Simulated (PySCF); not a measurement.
# HCl: bond curves at several levels of theory

One table from this session's results is given with a row withheld; the runs are named, their logs left out.

Computed with PySCF 2.14.0. Level: H def2-TZVPPD, Cl def2-TZVPPD, no relativity.

Set-up of the first run:

Settings of the job:

| Property | Result |
| --- | --- |
| atoms | H, Cl |
| charge | 0 |
| basis | H def2-TZVPPD, Cl def2-TZVPPD |
| Hamiltonian | no relativity |
| basis functions | 68 |
| electrons treated | 18 |
| masses in u | 1.0078, 34.9689 |
| levels | PBE0, PBE, r²SCAN, MN15, PBEsol, B2PLYP, M06, r²SCAN0, CAM-B3LYP, HF, MP2, SCS-MP2, CCSD, CCSD(T) |
| grid | 80 radial by 434 angular points |
| occupations | held fixed by the projection of orbital angular momentum |
| dissociation limit | H + Cl, each in its ground configuration |
| starting distance in angstrom | 1.290 |
| values of 2S to try | 0, 2 |

Launch:

```console
$ OMP_NUM_THREADS=1 python dia.py task.json out
```

Steps of the session up to this table: The job; First curve: PBE0; Other states along the same grid; PBE; r²SCAN; MN15; PBEsol (GGA); B2PLYP (double hybrid); M06; r²SCAN0; CAM-B3LYP; RHF; MP2 and coupled cluster.

One table of the session follows, with a row left open; its other results are not shown here.

It belongs to the step «The curves together». Energy (eV) from each level's lowest point:

| R (Å) | RHF | RHF-MP2 | RHF-SCS-MP2 | RHF-CCSD | RHF-CCSD(T) |
| --- | --- | --- | --- | --- | --- |
| 1.100 | 0.658 | 0.686 | 0.690 | n/a | n/a |
| 1.151 | 0.281 | 0.304 | 0.307 | 0.309 | 0.316 |
| 1.202 | 0.075 | 0.090 | 0.092 | 0.093 | 0.098 |
| 1.241 | 0.007 | 0.015 | 0.017 | 0.018 | 0.020 |
| 1.279 | 0.000 | 0.000 | 0.000 | 0.000 | 0.000 |
| 1.317 | 0.041 | 0.032 | 0.031 | 0.030 | 0.027 |
| 1.369 | ? | ? | ? | ? | ? |
| 1.433 | 0.374 | 0.331 | 0.325 | 0.318 | 0.307 |
| 1.509 | 0.707 | 0.637 | 0.626 | 0.613 | 0.595 |
| 1.611 | 1.223 | 1.110 | 1.092 | n/a | n/a |

Q: Estimate the row for R (Å) = 1.369 from the others.

Worked estimate for «RHF». A straight line through the neighbours (1.317, 0.041) and (1.433, 0.374) gives 0.041 + (0.374 − 0.041) × (1.369 − 1.317) / (1.433 − 1.317) = 0.190; a parabola fitted to 4 rows on both sides gives 0.163.

**Answer.** RHF: 0.157; RHF-MP2: 0.134; RHF-SCS-MP2: 0.130; RHF-CCSD: 0.127; RHF-CCSD(T): 0.121. In «RHF» the line misses by +0.033 and the parabola by +0.006.
